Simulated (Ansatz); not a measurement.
bcc Rb was calculated with r²SCAN50 (PAW; Ansatz, an electronic-structure program).

Settings: plane-wave cutoff 520 eV, 8×8×8 k mesh, Fermi–Dirac smearing 0.05 eV, scalar-relativistic PAW data made under PBE.

Computed at the level's own relaxed cell.

Question: Give the computed equilibrium volume per atom, bulk modulus B0, lattice parameter a and pressure derivative B′ of the bulk modulus.

Answer: 
- equilibrium volume per atom = 96.69 Å³/atom
- bulk modulus B0 = 2.63 GPa
- lattice parameter a = 5.783 Å
- pressure derivative B′ of the bulk modulus = 3.8

Measured, for comparison: equilibrium volume per atom 86.68 Å³/atom, lattice constant a 5.576 Å (low-temperature or extrapolated to 0 K; zero-point anharmonic expansion removed; as tabulated in Csonka et al. (2009), arXiv:0903.4037); bulk modulus 2.92 GPa (corrected for temperature and zero-point phonon effects, our sources range from 2.92 to 3.60; as tabulated in Levämäki et al. (2014), arXiv:1402.3671). Computed (rounded) less measured: equilibrium volume per atom +11.5 %, bulk modulus not scored (sources differ), lattice constant a +3.7 %.

Cost on a shared machine: about 15 core-minutes (a rough figure).
